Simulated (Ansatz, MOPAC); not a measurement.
Reaction (SMILES): NB(Cl)Cl → Cl[B]Cl + [NH2] (NH2) (the B-N bond breaks)

Wanted: bond dissociation energy (enthalpy at 298 K), in kcal/mol. Set-up: no dispersion term unless named; non-relativistic; no spin-orbit coupling; UHF or UKS for open shells; 6-311+G** with 5d, 6d on Na to Ar in Ansatz (a program for electronic structure); frozen cores in correlated levels. CBS(X,Y): correlation extrapolated as X^-3; Hartree-Fock from the larger set. First-principles rows: single points at B3LYP-D3(BJ) geometries (Ansatz), with unscaled harmonic terms from B3LYP/6-31G* (Ansatz) at its own minima. Semi-empirical rows: MOPAC heats of formation at their own minima for 298 K.

| species | coefficient | E at B3LYP/6-311+G** (Ansatz), Eh | E at PBE/def2-TZVPD (Ansatz), Eh | H(298 K) - E, kcal/mol | heat of formation at PM3 (MOPAC), kcal/mol |
|---|---|---|---|---|---|
| NB(Cl)Cl | -1 | -1001.42682 | -1000.92222 | 24.76 | -88.24 |
| Cl[B]Cl | +1 | -945.31196 | -944.87485 | 5.54 | -21.26 |
| [NH2] (NH2) | +1 | -55.90038 | -55.83093 | 14.28 | 35.20 |

Coupled cluster (Ansatz) is a level with limits of its own, used here on species with T1 under 0.025 (0.045 for open shells) and stable references: CCSD(T)/CBS(cc-pV(T+d)Z,cc-pV(Q+d)Z). Value to compare with, CCSD(T)/CBS(cc-pV(T+d)Z,cc-pV(Q+d)Z) (Ansatz): 135.9 kcal/mol. 1 Eh = 627.5095 kcal/mol.

Task: Work the quantity out at each level, and compare with CCSD(T)/CBS(cc-pV(T+d)Z,cc-pV(Q+d)Z) (Ansatz).

Result: 
- B3LYP/6-311+G**: the sum of coefficient times E is 0.21448 Eh, or 134.59 kcal/mol; the thermal terms add -4.94. Result: 129.6 kcal/mol. Its difference against CCSD(T)/CBS(cc-pV(T+d)Z,cc-pV(Q+d)Z) (Ansatz) is -6.3 kcal/mol.
- PBE/def2-TZVPD: the sum of coefficient times E is 0.21644 Eh, or 135.82 kcal/mol; the thermal terms add -4.94. Result: 130.9 kcal/mol. Its difference against CCSD(T)/CBS(cc-pV(T+d)Z,cc-pV(Q+d)Z) (Ansatz) is -5.0 kcal/mol.
- PM3: the sum of coefficient times heat of formation is 102.18 kcal/mol; it needs no thermal term. Its difference against CCSD(T)/CBS(cc-pV(T+d)Z,cc-pV(Q+d)Z) (Ansatz) is -33.7 kcal/mol.
